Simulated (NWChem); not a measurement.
**sulfur dioxide (O₂S)**

SMILES: O=S=O
```xyz
3

O      1.2504     0.0000    -0.3713
S      0.0000     0.0000     0.3713
O     -1.2504     0.0000    -0.3713
```
Charge 0, spin multiplicity 1.

Program: NWChem. All single points use one geometry, from PBE0/def2-SVP, a minimum by its harmonic frequencies.

No SCF solution was tested for a lower state. Open-shell Hartree-Fock references start from PBE0 orbitals.

Worked example. At HF/def2-TZVP the parent has a total energy of -547.29674 Ha and the doublet with one electron less, at the same geometry, -546.85560 Ha. The vertical ionisation energy is their difference.

ΔE = -546.85560 − (-547.29674) = 0.44114 Ha. Times 27.2114 eV/Ha this is 12.00 eV, or 1158 kJ/mol; λ = 1239.84/12.00 = 103.3 nm. No relaxation of the ion's geometry and no zero-point term enter.
